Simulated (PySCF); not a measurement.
Molecule: `Sc1ccsc1`, C4H4S2.

Molfile (atoms numbered from 1):
```
C4H4S2
     RDKit          3D

 10 10  0  0  0  0  0  0  0  0999 V2000
    1.9237    1.3175    0.5787 S   0  0  0  0  0  0  0  0  0  0  0  0
    0.5071    0.4316   -0.0019 C   0  0  0  0  0  0  0  0  0  0  0  0
   -0.3880   -0.3169    0.8243 C   0  0  0  0  0  0  0  0  0  0  0  0
   -1.4372   -0.8333    0.1155 C   0  0  0  0  0  0  0  0  0  0  0  0
   -1.3620   -0.3963   -1.5448 S   0  0  0  0  0  0  0  0  0  0  0  0
    0.0991    0.4712   -1.3130 C   0  0  0  0  0  0  0  0  0  0  0  0
    2.5719    0.2543    1.1052 H   0  0  0  0  0  0  0  0  0  0  0  0
   -0.2499   -0.4511    1.8975 H   0  0  0  0  0  0  0  0  0  0  0  0
   -2.2641   -1.4384    0.4853 H   0  0  0  0  0  0  0  0  0  0  0  0
    0.5994    0.9614   -2.1467 H   0  0  0  0  0  0  0  0  0  0  0  0
  1  2  1  0
  2  3  1  0
  3  4  2  0
  4  5  1  0
  5  6  1  0
  6  2  2  0
  1  7  1  0
  3  8  1  0
  4  9  1  0
  6 10  1  0
M  END
```

Geometry PBE0-D3(BJ)/def2-SVP throughout; GIAO in PySCF, gas phase, one conformer, non-relativistic; equivalent atoms averaged; basis pcSseg-2.

(1) How do the shifts δ (against CS2, TMS at the same level) depend on the functional? (a selection of nuclei; ppm; last column core-seconds on shared hosts with different chips, so compare them loosely; the GGAs took longer than the global hybrids here, which isn't the general rule, and the cause wasn't traced)

(2) Which nucleus among those listed moves most, in ppm?

Answers

(1) 
```csv
functional,kind,S5,S1,C6,C4,C2,H10,H9,H8,H7,core-s
HF,Hartree–Fock,206.2,-71.5,146.2,141.4,135.4,7.70,7.49,7.23,3.41,21
LDA,LDA,289.2,-50.6,139.8,138.9,138.7,7.29,7.30,7.21,3.73,40
PBE,GGA,267.8,-42.5,134.9,133.5,133.7,7.24,7.24,7.17,3.50,52
BLYP,GGA,281.3,-25.1,136.0,134.5,135.2,7.18,7.17,7.10,3.41,49
BP86,GGA,269.7,-40.0,134.9,133.5,133.6,7.23,7.22,7.15,3.47,49
OPBE,GGA,241.3,-53.1,129.7,127.9,127.8,7.29,7.29,7.22,3.50,52
KT2,GGA,246.5,-41.5,126.8,125.0,125.1,7.16,7.16,7.08,3.53,60
KT3,GGA,240.0,-36.6,125.9,123.8,124.1,7.16,7.16,7.08,3.42,55
B97-D,GGA,264.4,-31.5,131.5,130.0,130.5,7.19,7.18,7.11,3.44,59
B3LYP,global hybrid,268.5,-40.1,140.4,138.1,136.9,7.34,7.28,7.16,3.40,46
PBE0,global hybrid,252.2,-58.6,139.9,137.4,135.5,7.43,7.37,7.23,3.48,48
mPW1PW91,global hybrid,253.0,-57.2,140.4,137.8,135.8,7.42,7.35,7.21,3.44,49
WP04,global hybrid,262.2,-24.7,142.0,139.2,138.4,7.18,7.10,6.94,3.05,28
B97-2,global hybrid,248.8,-51.6,136.8,134.3,133.0,7.37,7.31,7.18,3.43,26
BHandHLYP,global hybrid,247.9,-55.8,144.6,141.2,137.8,7.52,7.40,7.21,3.41,26
CAM-B3LYP,range-separated hybrid,265.4,-50.3,145.4,142.4,139.5,7.50,7.39,7.21,3.40,36
wB97X-D,range-separated hybrid,253.2,-57.5,143.6,140.4,137.5,7.52,7.41,7.22,3.40,100
LC-wPBE,range-separated hybrid,246.3,-72.2,149.6,145.8,140.6,7.66,7.52,7.27,3.35,42
```

(2) S5 (aromatic ring sulfur): from 206.2 ppm with HF to 289.2 ppm with LDA. The smallest spread is 0.33 ppm, at H8. Proton shifts span only some 12 ppm, so a few tenths of a ppm matter as much there as several ppm in carbon.
